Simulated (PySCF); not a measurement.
Species: nitric acid, HNO3.
Bonds: O1–N2 (double), N2–O3, N2–O4. Hydrogens: H5 on O4.

Level of theory: PBE0-D3(BJ)/def2-SVP geometry optimisation, gas phase in PySCF.

List the bond lengths, angles and torsions at this level.

```csv
bond,length (bohr),order
O1=N2,2.268,double
N2–O3,2.242,single
N2–O4,2.603,single
O4–H5,1.837,single
```

Orders are formal, as drawn. A selection of angles:
```csv
angle,degrees
O1–N2–O3,130.0
O1–N2–O4,115.7
O3–N2–O4,114.3
N2–O4–H5,103.6
```

Torsions: H5–O4–N2–O1 0° (synperiplanar).

N2 (nitrogen bonded to 3 O) is planar (angles 130.0°, 115.7° and 114.3°, sum 360.0°, 0.00 Å off the plane of its three neighbours). The 4 heavy atoms lie in one plane (0.000 Å rms). O4 (hydroxyl oxygen) is bent (angle 103.6°). The 3 N–O bonds span 1.186 Å (N2–O3, drawn single in a drawing that doesn't fit all lengths) to 1.378 Å (N2–O4, drawn single in a drawing that doesn't fit all lengths), a spread of 0.192 Å.

Point group: Cs (tolerance 0.08 Å). Not checked by PBE0-D3(BJ)/def2-SVP frequencies. One conformer, not necessarily the lowest (O1–N2–O4–H 0°).
